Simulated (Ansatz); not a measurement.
Born–Oppenheimer molecular dynamics of C$_{2}$H$_{7}$NO$_{2}$ (12 atoms, charge 0, multiplicity 1). It goes on from the last frame of an earlier run, with new velocities.

Method: Ansatz, RKS PBE-D4/STO-3G.

```json
{"ensemble": "NVE (Milne-controlled integrator)", "time step": "0.25 fs", "steps asked": "266", "starting velocities drawn for": "700 K", "seed": "866684"}
```

First frame:

```xyz
12
Properties=species:S:1:pos:R:3
C -1.621 0.605 -0.083
O -0.651 -0.548 0.371
C 0.699 -0.098 -0.269
N 1.628 -1.168 0.192
O 1.123 1.252 0.108
H -2.256 0.324 -0.939
H -1.117 1.547 -0.365
H -2.215 0.862 0.800
H 0.707 0.000 -1.396
H 1.981 -1.636 -0.716
H 1.021 -1.916 0.610
H 1.464 1.154 1.071
```

How far do the bonds stretch over the last three quarters of this one trajectory? (Pairs bonded in most of those frames.)


| bond | mean (Å) | spread (Å) | shortest | longest |
| --- | --- | --- | --- | --- |
| C1–O2 | 1.488 | 0.039 | 1.41 | 1.54 |
| C1–H6 | 1.127 | 0.036 | 1.07 | 1.19 |
| C1–H7 | 1.118 | 0.019 | 1.08 | 1.16 |
| C1–H8 | 1.121 | 0.015 | 1.09 | 1.15 |
| O2–C3 | 1.486 | 0.060 | 1.40 | 1.59 |
| C3–N4 | 1.548 | 0.041 | 1.49 | 1.63 |
| C3–O5 | 1.466 | 0.032 | 1.41 | 1.53 |
| C3–H9 | 1.138 | 0.033 | 1.09 | 1.19 |
| N4–H10 | 1.074 | 0.025 | 1.03 | 1.12 |
| N4–H11 | 1.074 | 0.012 | 1.05 | 1.10 |
| O5–H12 | 1.052 | 0.058 | 0.96 | 1.13 |

Mean temperature of the second half: 518 K. The conserved energy stayed within 0.0043 meV per atom of its start (net change 0.0024 meV per atom), so the integration is sound. A run of 0.067 ps of so small a system gives no equilibrium averages. Limits of this set-up: minimal basis.

Run time: 6.6 min on 1 thread of AMD EPYC 7R43 64-Core Processor (Zen 3), on a shared host, peak memory 0.1 GiB.
